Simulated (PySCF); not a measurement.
A GIAO shielding run with PySCF 2.14.0 with density-fitted response routines (density fitting, non-relativistic, gas phase) on Isoyanoacetylene, C3HN:

```
$ OMP_NUM_THREADS=1 python probes_run.py task.json out

{"job": {"kind": "nmr", "xc": "PBE0", "basis": "pcSseg-2"}, "charge": 0, "multiplicity": 1}
C      2.152641     0.041037    -1.089021
N      1.107984     0.017959    -0.549966
C     -0.050248    -0.007475     0.047212
C     -1.115399    -0.033053     0.597977
H     -2.061497    -0.052440     1.084753
```

Hardware: 1 thread of an Arm Neoverse V1, shared host. The job also computes population analyses, field gradients.

(1) How large is the calculation?

(2) How long does it take, and how much memory does it need?

(3) And these other runs on the same molecule and hardware: GIAO shielding at B97-2/pcSseg-2; GIAO shielding at KT3/pcSseg-2; GIAO shielding at wB97X-D/pcSseg-2?

Results:

(1) 26 electrons, 158 basis functions and 417 auxiliary functions.

(2) 6.7 s of wall time, with 14 SCF cycles and 5 response iterations; peak memory 0.61 GiB. Times on a shared host scatter by some tens of per cent.

(3) B97-2/pcSseg-2: 158 functions, 5 s; KT3/pcSseg-2: 158 functions, 8.4 s; wB97X-D/pcSseg-2: 158 functions, 6.8 s.
